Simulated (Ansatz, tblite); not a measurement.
# The cluster RuF3: a ladder of methods and basis sets, part 2 of 2

How do method and basis change the picture of the cluster RuF3 (doublet)?

Ansatz 0.2.0, Gaussian basis; as each input shows. Earlier steps stand in the parts before.

## Step 18: PBE0-D4/def2-TZVPD

in.yaml reads:

```yaml
crystal:
  periodic: [false, false, false]
  atoms:
    - {symbol: Ru, position_ang: [0.000659, 0.001007, 0.000646]}
    - {symbol: F, position_ang: [1.035051, -1.471909, -0.238648]}
    - {symbol: F, position_ang: [0.017705, 0.876503, 1.591431]}
    - {symbol: F, position_ang: [-1.053414, 0.594399, -1.353429]}
basis:
  gaussian: {orbitals: def2-TZVPD, initial_orbitals: start.molden}
magnetization: {spin_polarized: true, initial_magnetization: 1}
hamiltonian: {xc: pbe0, dispersion: d4}
scf: {omitted_lower_state_checks: [starts]}
output: {orbitals: {seedname: orbitals}}
```

Command:

```
$ ansatz run in.yaml --threads 4 --pin off --events-out ev --progress --plain --max-ram 3916MiB
```

The log of the run:

```text
Functional definition: PBE0
  name "PBE0"
  cite "Adamo & Barone, J. Chem. Phys. 110, 6158 (1999) doi:10.1063/1.478522"
  cite "Perdew, Burke & Ernzerhof, Phys. Rev. Lett. 77, 3865 (1996) doi:10.1103/PhysRevLett.77.3865"
  parent pbe
  parameter a = 0.25
  parameter kappa = 0.804
  parameter beta = 0.06672455060314922
  exchange = (1 - a)*pbe_x(kappa = kappa, mu = beta*pi^2/3) + a*exact_x
  correlation = pbe_c(beta = beta)
these checks for a lower state are left out or cut short: starts
969 factors; their error is unknown
mean field evaluation 1: about -10728.2985 eV, gradient 4.7e0 eV
mean field evaluation 2: about -10728.4431 eV, gradient 1.4e-1 eV
mean field evaluation 4: about -10728.4841 eV, gradient 3.2e-3 eV
mean field evaluation 8: about -10728.4841 eV, gradient 2.1e-5 eV
mean field -10728.48407171 eV, -394.2645176076 hartree, gradient 8.9e-6 eV, S^2 0.877589; 0 other end points of the search recorded, 0 dependent functions left out
reference -10728.48412055 eV, -394.2645194024 hartree; 22, 21 occupied and 138, 139 virtual orbitals, 969 factors
Total energy: -10728.53612301 eV, -394.2664304578 hartree
Checks for a lower state left out: starts
```

It took 6.5 s on 4 threads of Arm Neoverse V2, shared host; peak memory 0.56 GiB.

From the report: HOMO -7.90 eV, LUMO -4.06 eV (over both spins); ⟨S²⟩ 0.878 (pure: 0.75).

## Step 19: PBE-D4/def2-TZVPD

Edit in.yaml of step 18 so:

```diff
@@ -10,3 +10,3 @@
 magnetization: {spin_polarized: true, initial_magnetization: 1}
-hamiltonian: {xc: pbe0, dispersion: d4}
+hamiltonian: {xc: pbe, dispersion: d4}
 scf: {omitted_lower_state_checks: [starts]}
```

Launched as before.

The log of the run:

```text
Functional definition: PBE
  name "PBE"
  cite "Perdew, Burke & Ernzerhof, Phys. Rev. Lett. 77, 3865 (1996) doi:10.1103/PhysRevLett.77.3865"
  parent pbe
  parameter kappa = 0.804
  parameter beta = 0.06672455060314922
  exchange = pbe_x(kappa = kappa, mu = beta*pi^2/3)
  correlation = pbe_c(beta = beta)
these checks for a lower state are left out or cut short: starts
945 factors; their error is unknown
mean field evaluation 1: about -10729.9055 eV, gradient 8.9e0 eV
mean field evaluation 2: about -10730.2518 eV, gradient 3.5e-1 eV
mean field evaluation 4: about -10730.2561 eV, gradient 1.3e-1 eV
mean field evaluation 8: about -10730.2572 eV, gradient 2.5e-3 eV
mean field evaluation 16: about -10730.2573 eV, gradient 6.1e-4 eV
mean field -10730.25730484 eV, -394.3296827234 hartree, gradient 3.9e-6 eV, S^2 0.751673; 0 other end points of the search recorded, 0 dependent functions left out
reference -10730.25736711 eV, -394.3296850116 hartree; 22, 21 occupied and 138, 139 virtual orbitals, 945 factors
Total energy: -10730.31947505 eV, -394.3319674363 hartree
Checks for a lower state left out: starts
```

It took 8.5 s on 4 threads of Arm Neoverse V2, shared host.

From the report: HOMO -5.79 eV, LUMO -5.30 eV (over both spins); ⟨S²⟩ 0.752 (pure: 0.75).

## Step 20: r2SCAN-D4/def2-TZVPD

Edit in.yaml of step 19 so:

```diff
@@ -10,3 +10,3 @@
 magnetization: {spin_polarized: true, initial_magnetization: 1}
-hamiltonian: {xc: pbe, dispersion: d4}
+hamiltonian: {xc: r2scan, dispersion: d4}
 scf: {omitted_lower_state_checks: [starts]}
```

Same command.

The log of the run, shortened:

```text
Functional definition: r2SCAN
  name "r2SCAN"
  cite "Furness, Kaplan, Ning, Perdew & Sun, J. Phys. Chem. Lett. 11, 8208 (2020) doi:10.1021/acs.jpclett.0c02405"
  cite "Furness, Kaplan, Ning, Perdew & Sun, J. Phys. Chem. Lett. 11, 9248 (2020) doi:10.1021/acs.jpclett.0c03077"
  parent r2scan
[...]
945 factors; their error is unknown
[...]
mean field -10734.73374269 eV, -394.4941887801 hartree, gradient 9.3e-6 eV, S^2 0.878283; 0 other end points of the search recorded, 0 dependent functions left out
reference -10734.73377453 eV, -394.4941899500 hartree; 22, 21 occupied and 138, 139 virtual orbitals, 945 factors
Total energy: -10734.74774358 eV, -394.4947033032 hartree
Checks for a lower state left out: starts
```

It took 12 s on 4 threads of Arm Neoverse V2, shared host.

HOMO -6.20 eV, LUMO -4.90 eV (over both spins); ⟨S²⟩ 0.878 (pure: 0.75).

## Step 21: CCSD(T)/def2-TZVPP

Edit in.yaml of step 20 so:

```diff
@@ -8,6 +8,6 @@
 basis:
-  gaussian: {orbitals: def2-TZVPD, initial_orbitals: start.molden}
+  gaussian: {orbitals: def2-TZVPP, initial_orbitals: start.molden}
 magnetization: {spin_polarized: true, initial_magnetization: 1}
-hamiltonian: {xc: r2scan, dispersion: d4}
-scf: {omitted_lower_state_checks: [starts]}
+correlation: {method: ccsd_t}
+scf: {omitted_lower_state_checks: [starts, cluster_reference]}
 output: {orbitals: {seedname: orbitals}}
```

Launched as before.

The log of the run, shortened:

```text
Functional definition: HF
  name "HF"
  cite "Fock, Z. Phys. 61, 126 (1930) doi:10.1007/BF01340294"
  parent pbe
[...]
1026 factors; integrals over basis functions are off by at most 8.8e-4 eV
[...]
mean field -10682.42291744 eV, -392.5718014095 hartree, gradient 2.1e-6 eV, S^2 1.770108; 0 other end points of the search recorded, 0 dependent functions left out
3 core orbitals not correlated: weight in the atoms' cores, before any rotation towards them, 1.000 or more for the frozen orbitals, at most 0.000 for the correlated occupied ones
reference -10682.42291744 eV, -392.5718014095 hartree; 19, 18 occupied and 127, 128 virtual orbitals, 1026 factors
second order -35.10053654 eV of doubles, -0.00000000 eV of singles
cycle   1  -33.62738191 eV  change     1.5e0 eV  update   2.1e-1
[...]
cycle  26  -35.19195358 eV  change   -1.7e-5 eV  update   9.0e-6
perturbative correction -1.43396566 eV, -0.0526972662 hartree
Total energy: -10719.04883668 eV, -393.9177791159 hartree
Checks for a lower state left out: starts, cluster_reference
```

It took 3.3 min on 4 threads of Arm Neoverse V2, shared host; peak memory 3.3 GiB.

Hartree-Fock HOMO -13.77 eV, LUMO -0.10 eV (over both spins); ⟨S²⟩ 1.770 (pure: 0.75); T1 0.059. Doubts: large T1 diagnostic, spin contamination.

## Step 22: MP2/def2-TZVP

Edit in.yaml of step 21 so:

```diff
@@ -8,6 +8,6 @@
 basis:
-  gaussian: {orbitals: def2-TZVPP, initial_orbitals: start.molden}
+  gaussian: {orbitals: def2-TZVP, initial_orbitals: start.molden}
 magnetization: {spin_polarized: true, initial_magnetization: 1}
-correlation: {method: ccsd_t}
-scf: {omitted_lower_state_checks: [starts, cluster_reference]}
+correlation: {method: mp2}
+scf: {omitted_lower_state_checks: [starts]}
 output: {orbitals: {seedname: orbitals}}
```

The command is unchanged.

The log of the run:

```text
Functional definition: HF
  name "HF"
  cite "Fock, Z. Phys. 61, 126 (1930) doi:10.1007/BF01340294"
  parent pbe
  exchange = exact_x
  correlation = 0
these checks for a lower state are left out or cut short: starts
988 factors; integrals over basis functions are off by at most 8.3e-4 eV
mean field evaluation 1: about -10680.3053 eV, gradient 2.0e1 eV
mean field evaluation 2: about -10681.7615 eV, gradient 1.8e0 eV
mean field evaluation 4: about -10682.0196 eV, gradient 1.7e-2 eV
mean field evaluation 8: about -10682.0439 eV, gradient 2.3e-6 eV
mean field -10682.04389423 eV, -392.5578725637 hartree, gradient 2.9e-6 eV, S^2 1.722751; 0 other end points of the search recorded, 0 dependent functions left out
3 core orbitals not correlated: weight in the atoms' cores, before any rotation towards them, 1.000 or more for the frozen orbitals, at most 0.000 for the correlated occupied ones
reference -10682.04389423 eV, -392.5578725637 hartree; 19, 18 occupied and 111, 112 virtual orbitals, 988 factors
second order -32.07710807 eV of doubles, -0.00000000 eV of singles
Total energy: -10714.12100230 eV, -393.7366845426 hartree
Checks for a lower state left out: starts
```

Wall time 1.5 s (4 threads of Arm Neoverse V2, shared host).

Report: Hartree-Fock HOMO -13.78 eV, LUMO -0.12 eV (over both spins); ⟨S²⟩ 1.723 (pure: 0.75). Doubts: spin contamination.

## Step 23: RPA/def2-TZVP

Edit in.yaml of step 22 so:

```diff
@@ -10,4 +10,4 @@
 magnetization: {spin_polarized: true, initial_magnetization: 1}
-correlation: {method: mp2}
+hamiltonian: {xc: pbe}
+correlation: {method: rpa}
 scf: {omitted_lower_state_checks: [starts]}
-output: {orbitals: {seedname: orbitals}}
```

The command is unchanged.

The log of the run, shortened:

```text
Functional definition: PBE
  name "PBE"
  cite "Perdew, Burke & Ernzerhof, Phys. Rev. Lett. 77, 3865 (1996) doi:10.1103/PhysRevLett.77.3865"
  parent pbe
[...]
988 factors; integrals over basis functions are off by at most 8.3e-4 eV
[...]
mean field -10730.11407770 eV, -394.3244192228 hartree, gradient 1.1e-6 eV, S^2 0.751721; 0 other end points of the search recorded, 0 dependent functions left out
3 core orbitals not correlated: weight in the atoms' cores, before any rotation towards them, 1.000 or more for the frozen orbitals, at most 0.000 for the correlated occupied ones
reference -10678.88601963 eV, -392.4418228124 hartree; 19, 18 occupied and 111, 112 virtual orbitals, 988 factors
Total energy: -10727.65675596 eV, -394.2341143147 hartree
Checks for a lower state left out: starts
```

Run time: 8.5 s. Hardware: 4 threads of Arm Neoverse V2, shared host.

⟨S²⟩ 0.752 (pure: 0.75).

## Step 24: Levels side by side

| level | functions | HOMO (eV) | LUMO (eV) | gap (eV) | ⟨S²⟩ | time |
| --- | --- | --- | --- | --- | --- | --- |
| PBE-D4/def2-SVP | 73 | -5.56 | -5.13 | 0.43 | 0.759 | 5.5 s |
| PBE-D4/def2-TZVP | 133 | -5.77 | -5.29 | 0.48 | 0.752 | 7.5 s |
| PBE-D4/def2-TZVPD | 160 | -5.79 | -5.30 | 0.49 | 0.752 | 8.5 s |
| revPBE-D4/def2-TZVP | 133 | -5.68 | -5.10 | 0.58 | 0.752 | 3.4 s |
| r2SCAN-D4/def2-TZVP | 133 | -6.21 | -4.92 | 1.29 | 0.855 | 8.5 s |
| r2SCAN-D4/def2-TZVPD | 160 | -6.20 | -4.90 | 1.30 | 0.878 | 12 s |
| PBE0-D4/def2-SVP | 73 | -7.77 | -3.99 | 3.79 | 0.912 | 2.2 s |
| PBE0-D4/def2-TZVP | 133 | -7.90 | -4.07 | 3.83 | 0.855 | 7 s |
| PBE0-D4/def2-TZVPD | 160 | -7.90 | -4.06 | 3.83 | 0.878 | 6.5 s |
| r2SCAN0-D4/def2-TZVP | 133 | -8.33 | -3.95 | 4.39 | 1.141 | 10 s |
| BHLYP-D4/def2-TZVP | 133 | -10.14 | -3.12 | 7.02 | 1.110 | 5.5 s |
| CAM-B3LYP-D4/def2-TZVP | 133 | -9.54 | -3.05 | 6.49 | 0.764 | 6.5 s |
| PBE+5HF/def2-TZVP | 133 | -6.18 | -5.04 | 1.15 | 0.752 | 4.3 s |
| PBE+10HF/def2-TZVP | 133 | -6.60 | -4.78 | 1.82 | 0.752 | 4.5 s |
| PBE+15HF/def2-TZVP | 133 | -7.02 | -4.53 | 2.49 | 0.752 | 4.9 s |
| PBE+35HF/def2-TZVP | 133 | -8.81 | -3.64 | 5.18 | 0.990 | 5.5 s |
| PBE+50HF/def2-TZVP | 133 | -10.19 | -2.99 | 7.20 | 1.177 | 5 s |

The pieces so far (eV):

```csv
basis,HF,MP2 correlation,CCSD correlation,(T),total
def2-TZVPP,-10682.4229,-35.1005,-35.1920,-1.4340,-10719.0488
def2-TZVP,-10682.0439,-32.0771,,,-10714.1210 (MP2)
```

## Step 25: Binding energy

Free atoms were run apart at each level; binding is atoms less cluster, divided by the number of atoms, without zero-point or spin-orbit terms.

```csv
level,binding an atom (eV)
HF/def2-TZVP†,1.370
HF/def2-TZVPP†,1.449
PBE-D4/def2-SVP,3.507
PBE-D4/def2-TZVP,3.416
PBE-D4/def2-TZVPD,3.424
revPBE-D4/def2-TZVP,3.227
r2SCAN-D4/def2-TZVP,3.194
r2SCAN-D4/def2-TZVPD,3.212
PBE0-D4/def2-SVP,3.024
PBE0-D4/def2-TZVP,2.982
PBE0-D4/def2-TZVPD,3.001
r2SCAN0-D4/def2-TZVP†,2.819
BHLYP-D4/def2-TZVP†,2.600
CAM-B3LYP-D4/def2-TZVP,3.113
PBE-QIDH/def2-TZVP†,2.851
RPA/def2-TZVP,2.762
MP2/def2-TZVP†,3.009
CCSD/def2-TZVPP†,2.748
CCSD(T)/def2-TZVPP†,2.939
```

† marks a level with a doubtful state (flagged, unstable or spin-contaminated).

## Step 26: Results

What follows sums up all 2 parts.

```
                                                  quantity                                 value
 gap in def2-TZVP, named functionals, smallest and largest  0.48 eV (PBE-D4), 7.02 eV (BHLYP-D4)
                      gap over the share of exact exchange         0.48 eV at 0, 3.83 eV at 0.25
                    correlation energy, CCSD(T)/def2-TZVPP                             -36.63 eV
                         correlation energy, MP2/def2-TZVP                             -32.08 eV
                 binding an atom, functionals in def2-TZVP   2.60 (BHLYP-D4) to 3.42 eV (PBE-D4)
⟨S²⟩ in def2-TZVP, named functionals, smallest and largest                          0.752, 1.141
           PBE0 total energy, smallest basis above largest       11.00 eV (def2-SVP, def2-TZVPD)
```

Orbital gaps of the named functionals in def2-TZVP span 0.48 eV (PBE-D4) to 7.02 eV (BHLYP-D4); exact exchange widens it. Raising the share of exact exchange from 0 to 0.25 moves the HOMO by -2.13 eV and the LUMO by +1.22 eV. Over the named functionals in def2-TZVP spin contamination reaches 0.39 (r2SCAN0-D4), so some levels may describe another state. Notes on CCSD(T)/def2-TZVPP: large T1 diagnostic, spin contamination.

The slowest run with a step of its own, CCSD(T)/def2-TZVPP, took 3.3 min; the quickest functional in def2-TZVP took 3.4 s (shared host).
